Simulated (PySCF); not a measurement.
Molecule: SMILES C=CSC, C3H6S.

Numbering as in the mapped SMILES `[CH2:1]=[CH:2][S:3][CH3:4]`; H(Xn) means a hydrogen on atom n. Ha(C1) is cis to S3; Hb(C1) is trans to S3.

Geometry PBE0-D3(BJ)/def2-SVP throughout; GIAO in PySCF, gas phase, one conformer, non-relativistic; equivalent atoms averaged; functional PBE0.

For orientation, STO-3G gives these absolute shieldings σ: C2 113.6, C1 138.4, C4 211.1, S3 673.8, H(C2) 27.23, Hb(C1) 27.84, Ha(C1) 28.10, H(C4) 31.49 ppm.

A run gave: C2 37.3, C1 69.0, C4 164.4, S3 491.8, H(C2) 25.32, Hb(C1) 25.91, Ha(C1) 26.01, H(C4) 29.19 ppm (absolute shieldings σ).

Question: Which basis set was used in that run?
A. pcSseg-2
B. IGLO-III
C. pcSseg-1
D. def2-SVP

Answer: C. C2 tells them apart best: pcSseg-1 gives 37.3, pcSseg-2 gives 31.4, IGLO-III gives 31.9, def2-SVP gives 54.7 ppm.
